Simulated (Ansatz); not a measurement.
The cluster P₄⁺. The state is a doublet with charge 1. Geometry PBE-D4/def2-TZVP, basis def2-TZVP, Ansatz.

Cartesian coordinates in Å:
```
P -1.271 -0.521 0.140
P 0.829 -1.060 0.306
P 0.462 0.441 -1.224
P -0.020 1.140 0.778
```

| run | HOMO (eV) | LUMO (eV) |
| --- | --- | --- |
| A | -12.69 | -10.78 |
| B | -15.47 | -8.21 |
| C | -12.66 | -10.56 |
| D | -12.99 | -10.40 |
| E | -11.97 | -11.22 |
| F | -13.24 | -10.29 |

LC-ωPBE has ω = 0.4 bohr⁻¹. B3LYP takes the VWN-RPA correlation. The structure comes from a short search, and lower isomers may exist.

HOMO and LUMO are taken over both spins.

**Question.** The runs used B3LYP, LC-ωPBE, PBE, PBE0, r2SCAN0, r2SCANh. Estimate which is which.

**Answer.** A r2SCANh (10 % exact exchange); B LC-ωPBE (range-separated); C B3LYP (20 % exact exchange); D PBE0 (25 % exact exchange); E PBE (0 % exact exchange); F r2SCAN0 (25 % exact exchange). Exact exchange lowers occupied and raises empty levels; among semilocal functionals meta-GGAs tend to open the gap a little, and such runs are hard to tell apart. The gap grows from 0.76 eV (PBE) to 7.26 eV (LC-ωPBE).
